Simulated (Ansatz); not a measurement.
System: hcp Ho. Method: PBEsol (plane waves, PAW; Ansatz, a program for electronic structure).

Run with plane-wave cutoff 500 eV, 24×24×14 k mesh (along the axes of the cell as run), Fermi–Dirac smearing 0.1 eV, spin-polarised with parallel moments, scalar-relativistic PAW data made under PBE.

Computed at the level's own relaxed cell.

What does this level give for the equilibrium volume per atom, lattice constant a, lattice parameter c and magnetic moment per atom (the cell's total over its atoms)?


equilibrium volume per atom: 31.44 Å³/atom
lattice constant a: 3.562 Å
lattice parameter c: 5.722 Å
magnetic moment per atom (the cell's total over its atoms): 3.66 μB

Measured, for comparison: equilibrium volume per atom 31.14 Å³/atom (room temperature, no zero-point or thermal correction; as tabulated in Söderlind et al. (2014), doi:10.1088/0953-8984/26/41/416001); lattice constant a 3.578 Å, lattice parameter c 5.618 Å (293 K, no zero-point or thermal correction; as tabulated in Wikipedia's data pages). Computed (rounded) less measured: equilibrium volume per atom +1.0 %, lattice constant a -0.4 %, lattice parameter c +1.9 %. A static lattice is as a rule a little smaller and stiffer than an uncorrected measurement, which narrows the difference in the lattice constant a and would widen misses of the other sign.

Note: the 4f shell is treated without U or exact exchange, so its levels and filling can be wrong; the collinear magnetic order is the start's and need not be the measured one.

Moments are spin moments.

Spin–orbit coupling is not included.

The computed numbers hold no vibrational or temperature effects.

Cost on a shared machine: about 18 core-minutes (a rough figure).
